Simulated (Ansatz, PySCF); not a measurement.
System: CH2F, net charge 0, doublet state. SMILES: [CH2]F
Geometry from a B3LYP-D3(BJ)/def2-TZVP (Ansatz, a program for electronic structure) optimisation:
```xyz
4

C     -0.0106     0.4978     0.4277
F      0.0121    -0.4855    -0.4825
H     -0.9803     0.6938     0.8618
H      0.9347     0.6892     0.9145
```
Charge 0, spin multiplicity 2.

Wanted: atomisation energy, in kcal/mol. Set-up: dispersion terms only where a functional's name holds one; atomisation electronic, to ground-state atoms; spin-orbit terms left out; UHF or UKS for open shells; valence correlation only; non-relativistic. Basis-set limits of correlation are two-point, X^-3; Hartree-Fock from the larger set. Ab initio and DFT rows: single points at B3LYP-D3(BJ) geometries (Ansatz).

```
species        coefficient  E at HF/3-21G (Ansatz), Eh  E at M06-2X/def2-TZVPD (PySCF), Eh
-------------  -----------  --------------------------  ----------------------------------
[CH2]F (CH2F)           -1                  -137.65163                          -139.07391
C atom                  +1                   -37.48107                           -37.84258
F atom                  +1                   -98.84501                           -99.73422
H atom                  +2                    -0.49620                            -0.49815
```

Coupled cluster (Ansatz) is a level with limits of its own, used here on species with T1 under 0.025 (0.045 for open shells) and stable references: CCSD(T)/CBS(cc-pVTZ,cc-pVQZ). Value to compare with, CCSD(T)/CBS(cc-pVTZ,cc-pVQZ) (Ansatz): 313.1 kcal/mol. 1 Eh = 627.5095 kcal/mol.

Task: Work the quantity out at each level, and compare with CCSD(T)/CBS(cc-pVTZ,cc-pVQZ) (Ansatz).

Result: 
- HF/3-21G: the sum of coefficient times E is 0.33315 Eh, or 209.05 kcal/mol. Result: 209.1 kcal/mol. Its difference against CCSD(T)/CBS(cc-pVTZ,cc-pVQZ) (Ansatz) is -104.0 kcal/mol.
- M06-2X/def2-TZVPD: the sum of coefficient times E is 0.50081 Eh, or 314.26 kcal/mol. Result: 314.3 kcal/mol. Its difference against CCSD(T)/CBS(cc-pVTZ,cc-pVQZ) (Ansatz) is 1.2 kcal/mol.
